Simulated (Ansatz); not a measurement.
Fluorite SrCl₂

Method: LDA in Ansatz (plane waves, PAW).

Numerical settings: plane-wave cutoff 520 eV, 6×6×6 k mesh, perturbation theory, scalar-relativistic PAW data made under PBE.

Cell (relaxed at this level):

```yaml
crystal:
  lattice:
    - [0.00000, 3.40015, 3.40015]
    - [3.40015, 0.00000, 3.40015]
    - [3.40015, 3.40015, 0.00000]
  atoms:
    - { symbol: Sr, position: [0.00000, 0.00000, 0.00000] }
    - { symbol: Cl, position: [0.25000, 0.25000, 0.25000] }
    - { symbol: Cl, position: [0.75000, 0.75000, 0.75000] }
```

```json
{
  "electronic dielectric constant ε∞": "3.13",
  "static_dielectric_constant": "7.23"
}
```

It cost very roughly 100 core-seconds of CPU time.

Ansatz is a program for electronic structure.
